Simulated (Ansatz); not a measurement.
Process, species as SMILES: [C-]#[NH+] (C-NH) + 3 [H][H] (H2) → C (CH4) + N (NH3)
B3LYP-D3(BJ)/def2-TZVP geometries, fixed; electronic energies without zero-point terms.

Basis-set convergence of the energy of full hydrogenation at B3LYP with Ansatz (a first-principles code). Cartesian d functions, on some or all atoms, in 6-31G*, 6-31+G*; all else is spherical. The program fits the integrals of some runs and decomposes those of others, by size. No added dispersion term, no relativity. Functions are those of the species that has most. Reference: the value in aug-pcseg-3, -91.79 kcal/mol, itself unsure by roughly 0.04 kcal/mol (its mean distance from aug-cc-pVQZ, def2-QZVPPD, pcseg-3). Deviations are taken from unrounded values.

| basis | functions | energy of full hydrogenation (kcal/mol) |
|---|---|---|
| 6-31G* | 32 | -90.29 |
| 6-31+G* | 40 | -91.69 |
| cc-pVDZ | 34 | -90.21 |
| aug-cc-pVDZ | 59 | -96.98 |
| def2-SVP | 34 | -91.51 |
| def2-SVPD | 52 | -98.97 |
| pcseg-1 | 34 | -89.20 |
| aug-pcseg-1 | 59 | -93.09 |
| 6-311G** | 42 | -89.53 |
| 6-311+G** | 50 | -91.82 |
| def2-TZVP | 68 | -89.58 |
| def2-TZVPD | 83 | -90.61 |
| cc-pVTZ | 86 | -90.53 |
| aug-cc-pVTZ | 138 | -92.09 |
| pcseg-2 | 86 | -91.89 |
| aug-pcseg-2 | 138 | -92.31 |
| def2-TZVPP | 87 | -91.14 |
| def2-TZVPPD | 105 | -92.00 |
| cc-pVQZ | 175 | -91.06 |
| aug-cc-pVQZ | 264 | -91.82 |
| def2-QZVPP | 177 | -91.55 |
| def2-QZVPPD | 195 | -91.70 |
| pcseg-3 | 192 | -91.77 |
| aug-pcseg-3 | 281 | -91.79 |

What the diffuse functions change, pair by pair:
- 6-31G* to 6-31+G*: 8 more functions, deviation 1.49 to 0.10 kcal/mol
- cc-pVDZ to aug-cc-pVDZ: 25 more functions, deviation 1.57 to -5.20 kcal/mol
- def2-SVP to def2-SVPD: 18 more functions, deviation 0.28 to -7.18 kcal/mol
- pcseg-1 to aug-pcseg-1: 25 more functions, deviation 2.59 to -1.30 kcal/mol
- 6-311G** to 6-311+G**: 8 more functions, deviation 2.26 to -0.04 kcal/mol
- def2-TZVP to def2-TZVPD: 15 more functions, deviation 2.21 to 1.17 kcal/mol
- cc-pVTZ to aug-cc-pVTZ: 52 more functions, deviation 1.25 to -0.30 kcal/mol
- pcseg-2 to aug-pcseg-2: 52 more functions, deviation -0.11 to -0.53 kcal/mol
- def2-TZVPP to def2-TZVPPD: 18 more functions, deviation 0.64 to -0.22 kcal/mol
- cc-pVQZ to aug-cc-pVQZ: 89 more functions, deviation 0.73 to -0.03 kcal/mol
- def2-QZVPP to def2-QZVPPD: 18 more functions, deviation 0.23 to 0.08 kcal/mol
- pcseg-3 to aug-pcseg-3: 89 more functions, deviation 0.01 to 0.00 kcal/mol

Leaving out the reference's own pair, they bring the value nearer the reference by more than 0.04 kcal/mol in 8 of 11 pairs.
